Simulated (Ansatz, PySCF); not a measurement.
Molecule: CH$_{3}$, net charge 1, singlet state. 
Coordinates optimised at B3LYP-D3(BJ)/def2-TZVP (Ansatz, a first-principles code):
```xyz
4

C      0.0000     0.0000     0.0000
H     -0.0100     1.0916    -0.0207
H      0.9502    -0.5376    -0.0134
H     -0.9402    -0.5540     0.0341
```
Charge +1, spin multiplicity 1.

Total electronic energies in hartree. Cores are frozen in the correlated levels unless marked. No spin-orbit coupling. Non-relativistic. FCI takes restricted orbitals. Basis-set limits of correlation are two-point, X^-3; Hartree-Fock from the larger set (for Q and 5 zeta extrapolated as (X+1)exp(-9√X)). The bracket is a focal-point correction in the basis named.

```csv
level,program,energy (Eh)
revPBE-D3(BJ)/def2-TZVPD,Ansatz + dftd3,-39.47903
BP86-D3(BJ)/def2-TZVPD,PySCF + dftd3,-39.48304
MN15-D3(BJ)/def2-TZVPD,PySCF + dftd3,-39.43089
RPA@PBE/cc-pVQZ,Ansatz,-39.52556
SCS-MP2/6-31G*,Ansatz,-39.33261
CCSD(T)/def2-SVP,Ansatz,-39.33392
FCI/6-31G,Ansatz,-39.29991
"RI-MP2/CBS(def2-TZVPPD,def2-QZVPPD)+[CCSD(T)-MP2]/def2-TZVPPD",Ansatz,-39.4222
"CCSD(T)/CBS(cc-pVQZ,cc-pV5Z)",Ansatz,-39.4192
```

Totals of different functionals don't rank their quality; only differences between species are comparable.
